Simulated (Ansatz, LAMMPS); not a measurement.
## Zinc-blende CdSe, lattice constant a

Reference value: 6.077 Å (measured, room temperature, no zero-point or thermal correction, our sources range from 6.052 to 6.084; as tabulated in arXiv:1206.3780).

Task: Put these levels in order of the lattice constant a that they give for zinc-blende CdSe, smallest first: Hartree–Fock (Ansatz, a first-principles code), PBE (Ansatz), ionic model grunwald2012 (rigid ions, LAMMPS), r²SCAN+rVV10 (Ansatz).

Result: r²SCAN+rVV10 (6.101 Å), ionic model grunwald2012 (6.137 Å), PBE (6.196 Å), Hartree–Fock (6.300 Å)

Differences against the reference: ionic model grunwald2012 +0.99 %, PBE +1.96 %, r²SCAN+rVV10 +0.39 %, Hartree–Fock +3.67 %.

The reference isn't brought to a static lattice, while the calculations are for one, so the differences are not the levels' errors alone. A static lattice is as a rule a little smaller than the measured one.  Hartree–Fock: the cell is over a tenth larger than the published one: the level's own overestimate first of all, though another phase or state, or a fault of the published cell, is possible. Cutoffs and k meshes differ between the levels. Ansatz's density-functional and Hartree–Fock values are scalar-relativistic unless marked +SOC, with PAW data made under PBE.

Empirical potentials (ionic model grunwald2012) are fitted to chosen data: where that held the value shown, agreement is built in, and what lay outside the fit can be far off.

Differences are worked out from the printed values.
